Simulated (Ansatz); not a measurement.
Predict the output of the script below (Ansatz's Python interface).

`c2h3o.xyz`
```text
6

C    -0.79620   -0.29520   -0.22610
C     0.35960    0.32340    0.30140
O     0.05260   -1.06880    0.35140
H    -0.92280   -0.62020   -1.24390
H     1.09730    0.66720   -0.43030
H     0.25150    0.92970    1.20120
```

`composite_c2h3o.py`
```python
"""A composite energy for C2H3O: DFT geometry, MP2 basis limit, coupled-cluster correction."""

import ansatz as az
import numpy as np

BASIS = "def2-SVP"
XC = "b3lyp"


def main() -> None:
    molecule = az.Crystal.molecule_from_extxyz("c2h3o.xyz")

    job = (
        molecule.calculation()
        .basis(gaussian=BASIS)  # atom-centred Gaussian functions
        .functional(XC)
        .spin("collinear", total=1)
    )
    symbols = [site.symbol for site in molecule.cartesian_sites]
    start = np.array([site.position_ang for site in molecule.cartesian_sites], dtype=float)
    summary = job.relax(force_tolerance=0.01, max_steps=100).run(threads=1, backend="cpu").report
    end = np.array(summary["positions_ang"])
    print("final positions (A) and the move of each atom")
    for symbol, xyz, old in zip(symbols, end, start):
        print(f"{symbol:2s} {xyz[0]:10.5f} {xyz[1]:10.5f} {xyz[2]:10.5f}   {np.linalg.norm(xyz - old):7.4f}")

    minimum = az.Crystal.molecule()
    for symbol, place in zip(symbols, end):
        minimum = minimum.atom(symbol, place.tolist())
    at_minimum = minimum.calculation().spin("collinear", total=1)
    # MP2 extrapolated to the basis limit, plus the small-basis difference CCSD(T) - MP2
    level = lambda method, basis: at_minimum.basis(gaussian=basis).correlation(method).run(threads=1, backend="cpu").report
    small, large, cluster = level("mp2", "cc-pVDZ"), level("mp2", "cc-pVTZ"), level("ccsd_t", "cc-pVDZ")
    corr = lambda each: (each["free_energy_ev"] - each["reference_energy_ev"]) / 27.211386246
    mp2_limit = (27 * corr(large) - 8 * corr(small)) / 19
    pieces = {"HF / cc-pVTZ": large["reference_energy_ev"] / 27.211386246, "MP2 correlation, DZ-TZ limit": mp2_limit, "CCSD(T) - MP2 / cc-pVDZ": corr(cluster) - corr(small)}
    for name, value in pieces.items():
        print(f"{name:32s} {value:14.6f} Ha")
    print(f"{'sum':32s} {sum(pieces.values()):14.6f} Ha")
    print("T1 diagnostic", round(cluster["correlation"]["coupled_cluster"]["t1_diagnostic"], 4))


if __name__ == "__main__":
    main()
```

```console
$ python composite_c2h3o.py
final positions (A) and the move of each atom
C    -0.79167   -0.35578   -0.27075    0.0754
C     0.34266    0.37278    0.27126    0.0603
O     0.14885   -1.06947    0.40354    0.1095
H    -1.08822   -0.60740   -1.29840    0.1746
H     1.20141    0.65273   -0.35347    0.1302
H     0.22896    0.94324    1.20152    0.0263
HF / cc-pVTZ                        -152.285182 Ha
MP2 correlation, DZ-TZ limit          -0.585574 Ha
CCSD(T) - MP2 / cc-pVDZ               -0.041197 Ha
sum                                 -152.911952 Ha
T1 diagnostic 0.0205
```

Total energies depend on the basis set; only differences at equal settings carry meaning. The sum leaves out core correlation, relativity, the Hartree-Fock basis error and zero-point energy; a DZ-TZ extrapolation is rough. The species is open-shell (spin multiplicity 2). b3lyp holds the VWN-RPA fit, as in Gaussian; the form of ORCA and Turbomole is b3lyp5. Inner cores stay frozen, so this is valence correlation. An extrapolation from small basis sets is rough. The whole script took 17 s on 1 thread of Arm Neoverse V2, with other jobs on the host, peak memory 0.29 GiB.
